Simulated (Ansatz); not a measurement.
Corundum Cr2O3 was calculated with PBEsol-D3(BJ) in Ansatz (plane waves, PAW).

Run with plane-wave cutoff 520 eV, 8×8×8 k mesh, Fermi–Dirac smearing 0.01 eV, spin-polarised with opposed moments, scalar-relativistic PAW data made under PBE.

Equation-of-state points:

```
V (Å³/atom)  E − E_lowest (meV/atom)
-----------  -----------------------
8.789                          10.68
8.972                           2.60
9.155                           0.00
9.338                           2.46
9.522                           9.58
```

**Question.** Fit the third-order Birch–Murnaghan equation and give B0 and B′.

**Answer.** V0 = 9.156 Å³/atom, B0 = 221 GPa, B′ = 3.0 (fit to the energies at full precision).

Shape and atoms are relaxed at each volume.

Measured, for comparison: bulk modulus 234 GPa (temperature not stated, not corrected to a static lattice, our sources range from 206 to 245; as tabulated in Toher et al. (2017), arXiv:1611.05714); equilibrium volume per atom 9.64 Å³/atom (temperature not stated, not corrected to a static lattice; as tabulated in Sawada, Mater. Res. Bull. 29, 239 (1994) (COD 9015000)). Computed (rounded) less measured: bulk modulus not scored (sources differ), equilibrium volume per atom -5.0 %.

Note: without U or exact exchange, gaps and moments of open d shells tend to come out too small; the bulk modulus comes from volumes at which shape and atoms were relaxed.

Ansatz is a program for electronic structure.
